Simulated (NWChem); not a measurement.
System: butadiene (C$_{4}$H$_{6}$); SMILES C=CC=C

Here is an NWChem input.

```
start job
memory heap 200 mb stack 900 mb global 1100 mb
geometry units angstroms noautoz
  C     -0.119212     1.848466     0.000000
  C      0.397413     0.611060     0.000000
  C     -0.397413    -0.611060     0.000000
  C      0.119212    -1.848466     0.000000
  H     -1.194096     2.016359     0.000000
  H      0.511518     2.732292     0.000000
  H      1.480195     0.482158     0.000000
  H     -1.480195    -0.482158     0.000000
  H     -0.511518    -2.732292     0.000000
  H      1.194096    -2.016359     0.000000
end
basis spherical
  * library 3-21g
end
dft
  xc xpbe96 cpbe96
  iterations 150
end
tddft
  cis
  nroots 6
  notriplet
end
task tddft energy
```

STO-3G and 3-21G are far too small for this property and stand as cheap habits. Coordinates come from a B3LYP/6-31G* (spherical d) optimisation.

Vertical excitations in the gas phase.

Question: Give the results of this calculation. (PBE/3-21G, TDA.) Quantities: basis functions; lowest excitation, singlet (eV); lowest state with f > 0.02, singlet (eV); orbital gap (eV).

Answer: The number of basis functions comes out as 48 and the lowest excitation, singlet (eV) comes out as 6.78. The lowest state with f > 0.02, singlet (eV) comes out as 6.79 and the orbital gap (eV) is 4.16.
